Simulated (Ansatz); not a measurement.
**C₆H₉ radical: energies up the ladder**

One table from this session's results is given with a row withheld; the runs are named, their logs left out.

Computed with Ansatz 0.2.0 (the levels named in each step, unless a step's input says otherwise).

## The structure to begin with

Bond lengths: C1–C2 1.379 Å, C2–C3 1.378 Å, C2–C4 1.486 Å, C4–C5 1.325 Å, C4–C6 1.499 Å, C1–H7 1.076 Å, C1–H8 1.074 Å, C3–H9 1.075 Å, C3–H10 1.074 Å, C5–H11 1.077 Å, C5–H12 1.077 Å, C6–H13 1.089 Å, C6–H14 1.087 Å, C6–H15 1.089 Å. Angles (14 of 21 angles, heavy atoms first): C1–C2–C3 122.0°, C1–C2–C4 118.6°, C3–C2–C4 119.5°, C2–C4–C5 121.0°, C2–C4–C6 116.3°, C5–C4–C6 122.7°, C2–C1–H7 120.9°, C2–C1–H8 121.3°, C2–C3–H9 120.7°, C2–C3–H10 121.9°, C4–C5–H11 121.8°, C4–C5–H12 121.7°, C4–C6–H13 110.1°, C4–C6–H14 110.8°.

Structure file:

```xyz
15

C    -1.1701   -1.4636    0.2185
C    -0.7353   -0.1584    0.1303
C    -1.6072    0.9071    0.1959
C     0.7183    0.0961   -0.0404
C     1.6070   -0.4484    0.7779
C     1.1079    0.9851   -1.1827
H    -2.2142   -1.6915    0.3400
H    -0.4829   -2.2868    0.1535
H    -2.6617    0.7462    0.3318
H    -1.2653    1.9241    0.1465
H     2.6646   -0.2768    0.6641
H     1.3080   -1.0739    1.6021
H     0.6469    0.6334   -2.1050
H     2.1877    1.0006   -1.3080
H     0.7644    2.0043   -1.0105
```

Set-up of the first run:

input.yaml reads:

```yaml
crystal:
  periodic: [false, false, false]
  atoms:
    - { symbol: C, position_ang: [-1.17013, -1.46361, 0.21845] }
    - { symbol: C, position_ang: [-0.73533, -0.15843, 0.13028] }
    - { symbol: C, position_ang: [-1.60724, 0.90708, 0.19591] }
    - { symbol: C, position_ang: [0.71834, 0.09607, -0.04036] }
    - { symbol: C, position_ang: [1.60696, -0.44842, 0.77787] }
    - { symbol: C, position_ang: [1.10787, 0.9851, -1.18267] }
    - { symbol: H, position_ang: [-2.2142, -1.69149, 0.33997] }
    - { symbol: H, position_ang: [-0.48288, -2.28684, 0.15351] }
    - { symbol: H, position_ang: [-2.66172, 0.7462, 0.33184] }
    - { symbol: H, position_ang: [-1.26531, 1.92407, 0.14654] }
    - { symbol: H, position_ang: [2.66457, -0.27681, 0.66411] }
    - { symbol: H, position_ang: [1.30803, -1.07387, 1.60212] }
    - { symbol: H, position_ang: [0.64686, 0.63345, -2.10505] }
    - { symbol: H, position_ang: [2.1877, 1.00057, -1.30796] }
    - { symbol: H, position_ang: [0.76437, 2.00432, -1.0105] }
magnetization:
  spin_polarized: true
  initial_magnetization: 1
basis:
  gaussian: { orbitals: def2-SVPD }
hamiltonian:
  xc: pbe
  dispersion: d4
relax:
  f_tol: 0.03
  max_steps: 200
```

The run is started by

```bash
$ ansatz run input.yaml --threads 8 --pin off --max-ram 22528MiB --backend cpu --events-out ev --progress --plain --runs-dir out
```

Steps of the session up to this table: A rough first relaxation, PBE-D4/def2-SVPD; Relaxation, PBE0-D4/def2-TZVPD; Relaxation, PBE0-D4/def2-SVPD; Frequencies, PBE0-D4/def2-SVPD; Single point, PBE-D4/def2-TZVPPD; Single point, r2SCAN-D4/def2-TZVPPD; Single point, B3LYP-D4/def2-TZVPPD; Single point, wB97M-V/def2-TZVPPD; Single point, B2PLYP/def2-TZVPPD; Single point, PBE0-D4/def2-TZVPPD; Single point, LDA/def2-TZVPPD; Single point, PBE0-D4/def2-SVPD; Single point, PBE-D4/def2-SVPD; The anion of multiplicity 1 at the same geometry, PBE0-D4/def2-TZVPPD; The anion of multiplicity 1 at the same geometry, PBE-D4/def2-TZVPPD; The anion of multiplicity 1 at the same geometry, r2SCAN-D4/def2-TZVPPD; The anion of multiplicity 1 at the same geometry, B3LYP-D4/def2-TZVPPD; The anion of multiplicity 1 at the same geometry, wB97M-V/def2-TZVPPD; The anion of multiplicity 1 at the same geometry, B2PLYP/def2-TZVPPD.

One table of the session follows, with a row left open; its other results are not shown here.

It belongs to the step «Vertical electron affinity». 

| level | vertical electron affinity (eV) |
| --- | --- |
| PBE0-D4/def2-TZVPPD | 0.390 |
| PBE-D4/def2-TZVPPD | ? |
| r2SCAN-D4/def2-TZVPPD | 0.313 |
| B3LYP-D4/def2-TZVPPD | 0.526 |
| wB97M-V/def2-TZVPPD | 0.435 |
| B2PLYP/def2-TZVPPD | 0.438 |

Estimate the missing values for PBE-D4/def2-TZVPPD.

As computed: vertical electron affinity (eV): 0.567. In the column «vertical electron affinity (eV)» it is the highest.
